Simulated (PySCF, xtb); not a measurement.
Cl4Si, SMILES Cl[Si](Cl)(Cl)Cl (connectivity only; charge and spin as stated), charge -1, multiplicity 2.

Harmonic wavenumbers (cm⁻¹) from GFN2-xTB (xtb) at its own minimum, in rising order: 87, 126, 138, 167, 179, 197, 198, 388, 419.

What does PBE-D3(BJ)/def2-SVPD run with PySCF give at its own minimum? (The exact figures need the calculation; the answer reports its results.)

80, 103, 128, 158, 175, 246, 356, 431, 450. Paired by order, the mean absolute difference is 37 cm⁻¹ and the zero-point energies are 2.7 and 3.0 kcal/mol.
